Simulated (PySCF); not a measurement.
**Structure from 2D NMR**

Compound of formula C2H2O. Correlations simulated from computed shifts and couplings:

HSQC (one-bond C–H):
| δH | δC | ¹J(C,H) (Hz) |
| --- | --- | --- |
| 2.46 | 1.1 | 193 |

HMBC (two and three bonds, |J| ≥ 2.5 Hz):
| δH | δC [abs. J in Hz] |
| --- | --- |
| 2.46 | 198.6 [3.2] |

Carbons without hydrogens: δ 198.6.

[PySCF: shielding tensors at PBE0/pcSseg-1 (GIAO); J: B3LYP/pcJ-1; structure optimised with PBE0-D3(BJ)/def2-SVP; fast rotation and ring inversion assumed for equivalent nuclei; no solvent model; a single conformation; non-relativistic Hamiltonian]

Referencing at the same level of theory: ¹H (31.27 ppm) and ¹³C (184.41 ppm) against TMS.

Exchangeable hydrogens are left out of these lists, and C,H couplings along chains are those of one rotamer, so weak HMBC peaks may be missing or extra.

Q: Assemble the structure.

A: `C=C=O`.

Numbering as in the mapped SMILES `[CH2:1]=[C:2]=[O:3]`. Each H is labelled by its parent atom.

1. δC 198.6 is C2, a central carbon of a ketene.
2. δC 1.1 is C1, a terminal carbon of a ketene (δH 2.46).
3. HMBC from δH 2.46 reaches the proton-free carbon C2.

Shifts are as computed. Against solution values, carbons near 30 ppm lie about +2 ppm off and those near 130 ppm about +5 ppm. Of 1211 compounds with measured shifts, 218 miss one by over three times the rms of a fit or turn the order of signals round; such compounds aren't used in these exercises.
